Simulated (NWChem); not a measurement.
# doublet [BN2H5]−: levels of theory compared

We compute a comparison of 4 runs (U-r2SCAN/6-311+G**, UBLYP/6-311+G**, UB3LYP/6-311+G**, UPBE0/6-311+G**) of doublet [BN2H5]−. 

The results are computed with NWChem 7.3.0.

### 1 Starting point

The species is [BN2H5]− (8 atoms), meant as a doublet with charge -1. SMILES of the parent species: `NBN`. Geometry: relaxed at PBE0-D4/def2-TZVP. This is one conformer, not always the lowest. That shape belongs to the parent species and isn't relaxed for this state.

Bond lengths: N1–B2 1.409 Å, B2–N3 1.409 Å, N1–H4 1.005 Å, N1–H5 1.002 Å, B2–H6 1.200 Å, N3–H7 1.003 Å, N3–H8 1.005 Å. Angles: N1–B2–N3 122.9°, N1–B2–H6 118.5°, N3–B2–H6 118.5°, B2–N1–H4 124.5°, B2–N1–H5 121.9°, B2–N3–H7 121.9°, B2–N3–H8 124.5°, H4–N1–H5 113.6°, H7–N3–H8 113.6°.

### 2 The energy at U-r2SCAN/6-311+G(d,p) (run 1)

Contents of job.xyz:

```xyz
8

N     -0.971000     0.516500    -0.581100
B      0.194200     0.386600     0.200500
N      0.848200    -0.845200     0.401400
H     -1.426800    -0.244500    -1.053400
H     -1.423900     1.400900    -0.713700
H      0.649700     1.368600     0.718000
H      1.676700    -0.919800     0.960900
H      0.545000    -1.720300     0.011600
```

Contents of job.nw:

```
start job
memory stack 880 mb heap 220 mb global 1100 mb
charge -1
geometry units angstroms noautosym nocenter noautoz
  load format xyz job.xyz
end
basis "ao basis" spherical bse
  * library 6-311+G**
end
dft
  xc r2scan
  mult 2
  grid fine
  convergence energy 1e-08
  maxiter 100
  mulliken
  print low
end
task dft energy
```

The run is started by

```console
$ nwchem job.nw > job.out
```

Standard output:

```text
[...]
 d= 0,ls=0.0,diis     1   -137.2523388131 -2.06D+02  2.30D-01  2.90D-01     4.6
[...]
 d= 0,ls=0.0,diis    12   -137.3695922573 -3.48D-10  4.82D-06  1.60D-11    48.9
[...]
         Total DFT energy =     -137.369592257321
      One electron energy =     -324.935497255215
           Coulomb energy =      138.555985342184
    Exchange-Corr. energy =      -19.842680147310
 Nuclear repulsion energy =       68.852599803019
[...]
      Total Density - Mulliken Population Analysis
     ---------------------------------------------
    Atom       Charge   Shell Charges
 -----------   ------   -------------------------------------------------------
    1 N    7     6.66   1.10  0.90  0.80  0.85  1.84  0.61  1.31 -0.95  0.18  0.01
    2 B    5     7.13   1.13  0.85  0.50  0.62  0.96  0.42  0.25  1.78  0.48  0.15
    3 N    7     6.66   1.10  0.90  0.80  0.85  1.84  0.61  1.31 -0.95  0.18  0.01
    4 H    1     0.88   0.27  0.41  0.16  0.05
    5 H    1     0.82   0.27  0.42  0.08  0.05
    6 H    1     1.14   0.27  0.58  0.27  0.01
    7 H    1     0.82   0.27  0.42  0.08  0.05
    8 H    1     0.88   0.27  0.41  0.16  0.05
[...]
      <S2> =      0.7502 (Exact =     0.7500)
[...]
```

Wall time 50 s (1 thread of Intel Xeon Platinum 8259CL at 2.50GHz (Skylake/Cascade Lake), shared host); peak memory 0.12 GiB.

### 3 The energy at UBLYP/6-311+G(d,p) (run 2)

Contents of run.nw:

```
start run
title "BH5N2"
memory stack 880 mb heap 220 mb global 1100 mb
charge -1

geometry units bohr noautosym nocenter noautoz
  N     -1.83492407     0.97604354    -1.09811985
  B      0.36698481     0.73056812     0.37889009
  N      1.60286570    -1.59719652     0.75853607
  H     -2.69626123    -0.46203804    -1.99063750
  H     -2.69078103     2.64731733    -1.34869754
  H      1.22775506     2.58627917     1.35682336
  H      3.16850379    -1.73817009     1.81583783
  H      1.02990074    -3.25089585     0.02192082
end

basis spherical bse
  * library 6-311+G**
end

dft
  xc becke88 lyp
  mult 2
  grid fine
  convergence energy 1e-08
  maxiter 100
  mulliken
  print low
end

task dft energy
```

The run is started by

```console
$ nwchem run.nw > run.out
```

Standard output:

```text
[...]
 d= 0,ls=0.0,diis     1   -137.2629521180 -2.06D+02  2.49D-01  4.12D-01     3.7
[...]
 d= 0,ls=0.5,diis    61   -137.4008094129 -3.24D-09  9.59D-06  6.11D-09   195.3
[...]
         Total DFT energy =     -137.400809416379
      One electron energy =     -325.007315977107
           Coulomb energy =      138.636864701336
    Exchange-Corr. energy =      -19.882952990433
 Nuclear repulsion energy =       68.852594849825
[...]
      Total Density - Mulliken Population Analysis
     ---------------------------------------------
    Atom       Charge   Shell Charges
 -----------   ------   -------------------------------------------------------
    1 N    7     6.56   1.10  0.89  0.83  0.86  1.81  0.58  1.28 -1.01  0.21  0.01
    2 B    5     7.12   1.13  0.85  0.54  0.64  0.91  0.41  0.28  1.83  0.40  0.14
    3 N    7     6.56   1.10  0.89  0.83  0.86  1.81  0.58  1.28 -1.01  0.21  0.01
    4 H    1     0.93   0.28  0.40  0.21  0.04
    5 H    1     0.87   0.28  0.41  0.14  0.05
    6 H    1     1.17   0.28  0.56  0.31  0.01
    7 H    1     0.87   0.28  0.41  0.14  0.05
    8 H    1     0.93   0.28  0.40  0.21  0.04
[...]
      <S2> =      0.7501 (Exact =     0.7500)
[...]
```

It took 3.3 min on 1 thread of Intel Xeon Platinum 8259CL at 2.50GHz (Skylake/Cascade Lake), shared host; peak memory 0.11 GiB.

Run 3 isn't shown in full; the table further down has it.

### 4 The energy at UPBE0/6-311+G(d,p) (run 4)

Contents of run.py:

```python
from ase import Atoms
from ase.calculators.nwchem import NWChem

system = Atoms(['N', 'B', 'N', 'H', 'H', 'H', 'H', 'H'], positions=[
    [-0.971000, 0.516500, -0.581100],
    [0.194200, 0.386600, 0.200500],
    [0.848200, -0.845200, 0.401400],
    [-1.426800, -0.244500, -1.053400],
    [-1.423900, 1.400900, -0.713700],
    [0.649700, 1.368600, 0.718000],
    [1.676700, -0.919800, 0.960900],
    [0.545000, -1.720300, 0.011600],
])

calc = NWChem(
    label='bh5n2',
    theory='dft',
    memory='2200 mb',
    basis='6-311+G**',
    basispar='spherical bse',
    charge=-1,
    dft={'xc': 'pbe0', 'mult': '2', 'grid': 'fine', 'convergence': 'energy 1e-08', 'iterations': '100', 'mulliken': None},
    task='energy',
)
system.calc = calc

print(f"energy = {system.get_potential_energy():.6f} eV")
```

The run is started by

```console
$ export ASE_NWCHEM_COMMAND="nwchem PREFIX.nwi > PREFIX.nwo"
$ python run.py
```

Standard output:

```text
energy = -3735.756987 eV
```

The calculator wrote bh5n2.nwi:

```
title "bh5n2"

permanent_dir bh5n2

scratch_dir bh5n2

start bh5n2

geometry units angstrom nocenter noautosym noautoz
  N  -9.7099999999999997e-01 5.1649999999999996e-01 -5.8109999999999995e-01
  B  1.9420000000000001e-01 3.8660000000000000e-01 2.0050000000000001e-01
  N  8.4819999999999995e-01 -8.4519999999999995e-01 4.0139999999999998e-01
  H  -1.4268000000000001e+00 -2.4450000000000000e-01 -1.0533999999999999e+00
  H  -1.4238999999999999e+00 1.4009000000000000e+00 -7.1370000000000000e-01
  H  6.4970000000000006e-01 1.3686000000000000e+00 7.1799999999999997e-01
  H  1.6767000000000001e+00 -9.1979999999999995e-01 9.6089999999999998e-01
  H  5.4500000000000004e-01 -1.7202999999999999e+00 1.1599999999999999e-02
end

charge -1

memory 2200 mb

basis spherical bse noprint
   * library 6-311+G**
end

dft
  xc pbe0
  mult 2
  grid fine
  convergence energy 1e-08
  iterations 100
  mulliken
end

task dft energy
```

bh5n2.nwo:

```text
Northwest Computational Chemistry Package (NWChem) 7.3.0
             --------------------------------------------------------

           Job information
           ---------------

    nwchem branch   = 7.3.0
    use scalapack   = T
    input           = bh5n2.nwi
    prefix          = bh5n2.
    data base       = bh5n2/bh5n2.db
    status          = startup
    nproc           =        1

           Memory information
           ------------------

[... 5 lines left out ...]
    hardfail = no
[... 38 lines left out ...]
            Nuclear Dipole moment (a.u.)
[... 83 lines left out ...]
          Convergence on density requested:  1.00D-05
[... 26 lines left out ...]
          Convergence aids based upon iterative change in
[... 31 lines left out ...]
 2-e energy   =     120.963824
[... 93 lines left out ...]
           Coulomb energy =      138.560476914858
[... 684 lines left out ...]
                     DFT Final Beta Molecular Orbital Analysis
[... 782 lines left out ...]
     Multipole analysis of the density
     ---------------------------------

     L   x y z        total         alpha         beta         nuclear
     -   - - -        -----         -----         ----         -------
     0   0 0 0     -1.000000    -13.000000    -12.000000     24.000000

     1   1 0 0      0.609419      0.630938     -0.271152      0.249633
[... 8 lines of this table left out ...]
     2   0 0 2    -32.870048    -37.170971    -19.805911     24.106834

 Task  times  cpu:       39.8s     wall:       39.8s
 Total times  cpu:       39.8s     wall:       39.8s
```

It took 41 s on 1 thread of Intel Xeon Platinum 8259CL at 2.50GHz (Skylake/Cascade Lake), shared host; peak memory 0.11 GiB.

### 5 The series

| run | level | energy (Eh) | ⟨S²⟩ | wall time |
| --- | --- | --- | --- | --- |
| 1 | U-r2SCAN/6-311+G** | -137.369592 | 0.750 | 50 s |
| 2 | UBLYP/6-311+G** | -137.400809 | 0.750 | 3.3 min |
| 3 | UB3LYP/6-311+G** | -137.467430 | 0.750 | 37 s |
| 4 | UPBE0/6-311+G** | -137.286538 | 0.750 | 41 s |

### 6 What came out

```
                                 quantity          value
                      run 4: total energy  -137.28654 Eh
run 4: HOMO energy (highest over α and β)        2.03 eV
 run 4: LUMO energy (lowest over α and β)        3.10 eV
                              run 4: ⟨S²⟩          0.750
```

**Reading.** Totals of different functionals can't be ranked against each other. In runs 3, 4 the HOMO lies above zero, so the outermost electron may be held by the basis alone. All runs together took 5.5 min, the longest 3.3 min.
